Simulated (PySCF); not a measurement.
Gas-phase reaction: 2 SiCl3F + F2 = 2 SiF2 + 3 Cl2

Method: PySCF energies plus ideal-gas RRHO corrections (1 bar). † marks an energy on the PBE0/def2-TZVP geometry and frequencies; other levels use their own. MP2 and CCSD(T) freeze the core. 6-31G* has spherical d functions here. All species are closed-shell singlets. B3LYP is the form with VWN-RPA correlation. MP2 isn't extrapolated to the basis-set limit; its ΔH°(298 K) is 633.2 kJ in def2-SVP and 587.1 kJ in def2-TZVPP. CCSD(T) isn't extrapolated to the basis-set limit; its ΔH°(298 K) is 578.0 kJ in def2-SVP and 539.0 kJ in def2-TZVPP. The harmonic model lacks anharmonicity and excited electronic states, which grow with temperature; levels with a mode under 35 cm⁻¹ are left out.

```
level                ΔE electronic, kJ  ΔH°(298 K), kJ  ΔS°(298 K), J/K  ΔG°(2500 K), kJ
-------------------  -----------------  --------------  ---------------  ---------------
B3LYP/6-31G*                       524             511              319             -224
BLYP/def2-TZVP†                    422             409              317             -321
CCSD(T)/def2-TZVPP†                552             539              317             -190
HF/6-31G*                          567             553              323             -193
M06-2X/def2-TZVP†                  529             516              317             -213
MP2/def2-SVP†                      646             633              317              -96
PBE0/def2-QZVP†                    539             526              317             -203
LDA/def2-TZVP†                     566             553              317             -176
```
ΔH° is lowest at BLYP/def2-TZVP† and highest at MP2/def2-SVP†. No reference value is set beside these.
